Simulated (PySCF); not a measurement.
## Structure from NMR data

The spectra below were simulated for a compound C₃H₅N₃.

1H NMR (500 MHz, computed): δ 7.62 (s, 2H), 4.13 (s, 3H).

13C{1H} NMR (computed): δ 139.9 (CH, 2C), 43.5 (CH3).

Computational details: structure optimised with PBE0-D3(BJ)/def2-TZVP, shieldings: GIAO B97-2/pcSseg-2, in PySCF 2.14.0 with density-fitted response routines (gas phase, averaged over atoms made equivalent by symmetry, fast rotation or ring inversion, non-relativistic, one conformer).

Chemical shifts δ = σref − σ; TMS for 1H (σref 31.64) and 13C (σref 185.38), all at this level.

Q: Choose the structure that fits.
A. Cn1nccn1
B. Cn1cnnc1
C. Cn1ccnn1

A: A. 

1. The formula gives 3 degrees of unsaturation (1 ring in the answer).
2. 2 carbon signals for 3 carbons: some carbons are equivalent by symmetry or fast rotation.
3. Carbon types of the structure: 2 × CH, 1 × CH3, which accounts for all hydrogens.
4. δC 139.9: aromatic CH next to a ring nitrogen.
5. δC 43.5: methyl carbon bonded to N; the inductive effect lowers its shielding.
6. δH 7.62: hydrogen on an aromatic CH next to a ring nitrogen; the ring current deshields protons in the ring plane.
7. δH 4.13: hydrogen on a methyl carbon bonded to N; its carbon carries N, hence the downfield position.

The others: Cn1ccnn1 would give 3 carbon signals, not 2; Cn1cnnc1 has carbons computed at 147.9, 32.2.

Shifts are as computed. Against solution values, carbons near 30 ppm lie about +3 ppm off and those near 130 ppm about +7 ppm. Of 1211 compounds with measured shifts, 218 miss one by over three times the rms of a fit or turn the order of signals round; such compounds aren't used in these exercises. No couplings were computed; multiplicities are counted from neighbouring protons, with m where these are inequivalent, close in shift, in a saturated or five-membered ring or joined by F or P, and br s for small geminal =CH2 splittings.
